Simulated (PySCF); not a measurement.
Molecule: `InChI=1S/C5H8/c1-4-5(2)3/h1,5H,2-3H3`.

Atom-mapped SMILES (the numbers label the heavy atoms): `[CH:1]#[C:2][CH:3]([CH3:4])[CH3:5]`; H(Xn) means a hydrogen on atom n.

Geometry PBE0-D3(BJ)/def2-SVP throughout; GIAO in PySCF, gas phase, one conformer, non-relativistic; equivalent atoms averaged; basis pcSseg-2.

(1) How do the shifts δ (against TMS at the same level) depend on the functional? (ppm; last column core-seconds on 1 thread of an Arm Neoverse V1, shared host; the GGAs took longer than the global hybrids here, which isn't the general rule, and the cause wasn't traced)

(2) Which nucleus moves most, in ppm?

Results:

(1) 
```tsv
functional	kind	C2	C1	C4/C5	C3	H(C1)	H(C3)	H(C4)/H(C5)	core-s
HF	Hartree–Fock	92.4	77.2	24.6	19.7	2.30	2.18	1.17	17
LDA	LDA	101.9	76.3	25.2	25.9	1.54	2.84	1.13	40
PBE	GGA	95.4	70.7	25.7	26.8	1.59	2.76	1.15	46
BLYP	GGA	94.3	67.8	26.6	27.9	1.61	2.73	1.19	48
BP86	GGA	94.7	70.3	25.7	26.8	1.62	2.74	1.15	51
OPBE	GGA	91.4	69.1	24.5	26.2	1.57	2.76	1.13	49
KT2	GGA	87.7	65.1	25.6	26.8	1.87	2.86	1.16	48
KT3	GGA	85.5	62.9	25.5	27.3	1.79	2.81	1.17	46
B97-D	GGA	90.7	66.5	25.9	27.1	1.65	2.73	1.19	46
B3LYP	global hybrid	95.1	71.4	26.0	25.9	1.72	2.59	1.17	32
PBE0	global hybrid	95.9	74.3	25.1	24.6	1.73	2.58	1.14	32
mPW1PW91	global hybrid	95.5	74.1	25.1	24.7	1.73	2.57	1.14	31
WP04	global hybrid	87.0	67.3	25.6	28.1	1.58	2.49	1.14	30
B97-2	global hybrid	92.8	71.3	25.2	25.1	1.73	2.58	1.15	30
BHandHLYP	global hybrid	95.0	74.7	25.5	23.4	1.93	2.43	1.17	29
CAM-B3LYP	range-separated hybrid	97.5	75.1	25.5	24.2	1.82	2.47	1.17	40
wB97X-D	range-separated hybrid	96.3	75.2	25.4	24.1	1.82	2.44	1.14	58
LC-wPBE	range-separated hybrid	99.9	80.8	24.1	22.1	1.80	2.31	1.12	54
```

(2) C1 (terminal alkyne carbon): from 62.9 ppm with KT3 to 80.8 ppm with LC-wPBE. The smallest spread is 0.07 ppm, at H(C4)/H(C5). Proton shifts span only some 12 ppm, so a few tenths of a ppm matter as much there as several ppm in carbon.
